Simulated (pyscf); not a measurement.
Single points on ωB97X-D3(BJ)/def2-SVP structures (PySCF, gas phase). MP2 and CC: frozen core, UHF for open shells. ΔMP2 is the change of the MP2 total energy from the triple- to the quadruple-zeta basis.

Question: What is the homolytic dissociation enthalpy (298 K, CCSD(T)/def2-TZVPP + ΔMP2(QZVPP)) of the N–Si bond of H₂N–SiH(SiH₃)–Cl (SMILES N[SiH]([SiH3])Cl), to NH₂• + H₃Si–SiH•–Cl?

Answer: N–Si to NH₂• + H₃Si–SiH•–Cl: 104.0 kcal/mol. H₂N–SiH(SiH₃)–Cl lies 14.2 kcal/mol over its isomer H₃Si–NH–SiH₂–Cl, and others may lie lower still (electronic energy, ωB97M-D3(BJ)). Other isomers of H₃Si–SiH•–Cl were not searched in full and may lie lower. The CCSD(T) − MP2 part came from Ansatz, without density fitting, on the same reference.
